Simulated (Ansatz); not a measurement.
Process, species as SMILES: Cl atom → [Cl-] (an electron is taken up)
B3LYP-D3(BJ)/def2-TZVP geometries, fixed; electronic energies without zero-point terms; positive where energy is released.

Effect of a fitting basis named in the input at HF/def2-TZVPP with Ansatz (an electronic-structure program), against the last row, where the adiabatic electron affinity is 2.14 eV. Open shells are unrestricted. The default fits or decomposes integrals by the program's own choice; accuracy: high also tightens integrals, grids and stops.

```csv
setting,largest shift of a total energy (mEh),shift of the adiabatic electron affinity (eV)
fitting: def2-SV(P)-JKFIT,-0.030,0.001
fitting: def2-universal-JKFIT,-0.030,0.001
fitting: cc-pVTZ-JKFIT,0.004,0.000
fitting: cc-pVQZ-JKFIT,-0.003,0.000
fitting: cc-pV5Z-JKFIT,-0.003,0.000
accuracy: high,-0.003,0.000
accuracy: medium (default),0.000,0.000
```

Within 0.002 eV in the adiabatic electron affinity: fitting: def2-SV(P)-JKFIT; fitting: def2-universal-JKFIT; fitting: cc-pVTZ-JKFIT; fitting: cc-pVQZ-JKFIT; fitting: cc-pV5Z-JKFIT; accuracy: high. The largest shift is 0.030 mEh in a total energy and 0.001 eV in the difference.
